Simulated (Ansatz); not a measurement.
Reaction (substitution at a C–C bond): `CC(C)(F)F` + CH₃OH → `COC(C)(F)F` + CH₄

Program: Ansatz. Geometries: PBE0-D4/def2-TZVP. ΔE: electronic, gas phase. CBS: MP2 limit from def2 TZ/QZ plus the TZ coupled-cluster correction, frozen cores. This one scheme is used for every species. DFT in def2-TZVPP. B3LYP here is the variant with VWN-RPA as its local correlation; programs differ in this. One conformer a species, not always the lowest.

`CC(C)(F)F`:

Z-matrix (Å, degrees):
```
C
C 1 1.504
H 1 1.090 2 110.0
H 1 1.090 2 109.2 3 -119.8
H 1 1.090 2 110.1 3 120.3
C 2 1.504 1 116.0 3 -60.2
F 2 1.370 1 108.7 3 62.6
F 2 1.370 1 108.7 3 177.1
H 6 1.090 2 109.2 1 179.9
H 6 1.090 2 110.0 1 -60.2
H 6 1.090 2 110.1 1 60.1
```

CH₃OH:

Z-matrix (Å, degrees):
```
C
O 1 1.409
H 1 1.097 2 112.4
H 1 1.090 2 107.0 3 -118.5
H 1 1.097 2 112.4 3 123.0
H 2 0.959 1 108.5 3 -61.6
```

`COC(C)(F)F`:

Z-matrix (Å, degrees):
```
C
O 1 1.415
H 1 1.095 2 111.6
H 1 1.093 2 111.3 3 -123.0
H 1 1.088 2 106.0 3 118.4
C 2 1.361 1 116.3 3 70.5
F 6 1.369 2 109.6 1 64.4
C 6 1.506 2 116.5 1 -59.8
F 6 1.347 2 105.2 1 178.2
H 8 1.089 6 108.8 2 -174.8
H 8 1.089 6 110.7 2 65.7
H 8 1.090 6 109.4 2 -55.2
```

CH₄:

```xyz
5

C     0.000    0.000    0.000
H    -0.559    0.927   -0.125
H     1.067    0.221    0.028
H    -0.211   -0.667   -0.835
H    -0.296   -0.480    0.932
```

**Question.** Is it downhill or uphill in electronic energy at CCSD(T)/CBS, and by how much? (Best estimate.)

**Answer.** The calculation gave: Downhill: ΔE = -1.1 kcal/mol.

**Question.** What do these levels give: PBE-D4, PBE0-D4, ωB97X-V, ωB97M-V, PBE, B3LYP, HF/def2-TZVPP, MP2/def2-TZVPP, SCS-MP2/def2-TZVPP, SCS-MP2/def2-QZVPP, HF/CBS(def2), CCSD/CBS(def2)? (An estimate is asked.)

**Answer.** Computed: PBE-D4 -2.5, PBE0-D4 -2.3, ωB97X-V -2.8, ωB97M-V -2.7, PBE -2.0, B3LYP -1.9, HF/def2-TZVPP -2.7, MP2/def2-TZVPP -1.9, SCS-MP2/def2-TZVPP -1.7, SCS-MP2/def2-QZVPP -0.9, HF/CBS(def2) -2.5, CCSD/CBS(def2) -0.7 kcal/mol.

Largest T1 diagnostic among the species: 0.011.
